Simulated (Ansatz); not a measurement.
C4H5F, SMILES `FCC1=CC1`. Charge 0, multiplicity 1.

| atom | x (Å) | y (Å) | z (Å) |
| --- | --- | --- | --- |
| F1 | 0.250 | 2.401 | 0.203 |
| C2 | 0.346 | 1.164 | 0.802 |
| C3 | -0.030 | 0.087 | -0.111 |
| C4 | -0.426 | -0.356 | -1.253 |
| C5 | -0.177 | -1.401 | -0.211 |
| H6 | -0.306 | 1.156 | 1.683 |
| H7 | 1.378 | 1.025 | 1.144 |
| H8 | -0.732 | -0.162 | -2.266 |
| H9 | -1.020 | -1.890 | 0.280 |
| H10 | 0.717 | -2.025 | -0.271 |

Question: What are the harmonic wavenumbers in cm⁻¹ at PBE0-D4/def2-TZVP (Ansatz, finite differences of forces, unscaled)? (Estimate.)

Answer: Computed: 112, 188, 285, 456, 736, 788, 983, 986, 1027, 1038, 1080, 1098, 1115, 1183, 1265, 1403, 1475, 1524, 1890, 3036, 3050, 3073, 3114, 3307.

Question: Is this a minimum?

Answer: Yes, all 24 modes are real.

Question: Give the ideal-gas thermochemistry at 298.15 K and 1 bar (rigid rotor, harmonic oscillator; point group Cs, symmetry number 1).

Answer: Zero-point energy 204.6 kJ/mol; H(298) − E = 221.0 kJ/mol; entropy 305.2 J/(mol·K), of which translation 162.2, rotation 105.6, vibration 37.3; G(298) − E = 130.0 kJ/mol.

Question: Rotational constants (cm⁻¹)?

Answer: 0.5366, 0.1055, 0.09126.
